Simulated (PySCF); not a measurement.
CH6Si.
Numbering: `[CH3:1][SiH3:2]` (hydrogens: H3, H4, H5 on C1; H6, H7, H8 on Si2)

Level: wB97X-D/pcSseg-2 in PySCF, non-relativistic, on one gas-phase PBE0-D3(BJ)/def2-TZVP geometry that isn't relaxed in the solvent. The solvent is an IEF-PCM continuum (cavity from Bondi-type radii × 1.2). Specific hydrogen bonds and non-electrostatic terms are outside this model.

Gas phase at wB97X-D/pcSseg-2: HOMO -11.13 eV, LUMO 2.04 eV, dipole 0.78 D.

Task: What does the continuum do to the energy, the frontier levels and the dipole at wB97X-D/pcSseg-2 in chloroform?

Result: 
| solvent | ε | E(solvent) − E(gas) (kcal/mol) | polarisation term (kcal/mol) | distortion of the solute (kcal/mol) | HOMO (eV) | LUMO (eV) | dipole (D) |
| --- | --- | --- | --- | --- | --- | --- | --- |
| chloroform | 4.711 | -0.52 | -0.55 | 0.03 | -11.01 | 2.16 | 0.93 |

The first energy column is the sum of the next two and covers electrostatics alone.

Note: wB97X-D ran without an empirical dispersion term, which enters the total energy and its gradient alone.
